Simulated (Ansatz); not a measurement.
A nudged elastic band was laid between two geometries of BClFH + H2 (6 atoms, charge 0, multiplicity 1).

The calculation used Ansatz 0.2.0, RKS B3LYP/def2-SVP.

| Item | Value |
| --- | --- |
| movable images | 3 |
| climbing image | yes |
| spring | 5.0 eV/Å² |
| optimiser | quadratic models (default) |
| start path | through a guess of the saddle point |
| force threshold | 0.05 eV/Å |
| iteration limit | 60 |
| end points | relaxed |

Initial state:

```xyz
6
Properties=species:S:1:pos:R:3
B -0.024 0.563 0.133
Cl -0.080 1.021 1.826
H 1.022 0.426 -0.438
F -1.154 0.376 -0.511
H 0.033 -2.673 0.550
H 0.209 -2.384 1.231
```

Final state:

```xyz
6
Properties=species:S:1:pos:R:3
B 0.059 -0.288 -0.536
Cl 0.224 -0.184 2.499
H 0.924 0.548 -0.630
F -1.200 0.101 -0.652
H 0.271 -1.472 -0.426
H -0.273 -1.376 2.536
```

(1) What changes between the two ends?

(2) Give the energies along the band, and the barrier.

(3) What is the geometry of the highest image?

## Answers

(1) Bonds broken: B1–Cl2, H5–H6. Bonds formed: B1–H5, Cl2–H6. BClFH + H2 becomes BFH2 + ClH.

(2) The forces met the threshold. The highest image is number 2 of 0 to 4, 34.5 kcal/mol above the first end and 16.5 kcal/mol above the last; the last end lies 18.0 kcal/mol above the first. Neighbouring images differ by up to 1.3 eV, so the band resolves the path poorly. Another band between the same ends (5 images) ends at a top of the same energy, where a vibrational analysis finds 1 clearly imaginary mode. So few images can step over the top or miss a turn of the path. The orbitals stay closed-shell, which can raise the energy where a bond breaks towards radicals; this wasn't checked here.

| image | path coordinate (Å) | energy (kcal/mol) | B1–Cl2 (Å) | H5–H6 (Å) | B1–H5 (Å) |
| --- | --- | --- | --- | --- | --- |
| 0 | 0.00 | 0.0 | 1.75 | 0.76 | 3.26 |
| 1 | 1.12 | 3.8 | 1.77 | 0.76 | 2.28 |
| 2 | 2.24 | 34.5 | 2.15 | 1.07 | 1.32 |
| 3 | 3.19 | 19.5 | 2.91 | 1.94 | 1.21 |
| 4 | 4.13 | 18.0 | 3.04 | 3.01 | 1.21 |

(3) 
```xyz
6
Properties=species:S:1:pos:R:3:forces:R:3
B 0.010 -0.282 0.025 -0.01 -0.02 0.00
Cl 0.017 0.127 2.134 0.00 0.00 0.01
H 1.052 0.130 -0.397 0.00 0.00 0.00
F -1.170 0.064 -0.476 0.00 0.00 -0.01
H 0.078 -1.575 0.266 0.00 0.02 0.01
H 0.018 -1.135 1.238 0.00 0.00 -0.02
```

The run took 64 s on 1 thread of Arm Neoverse V1, with other jobs on the host, peak memory 0.11 GiB.
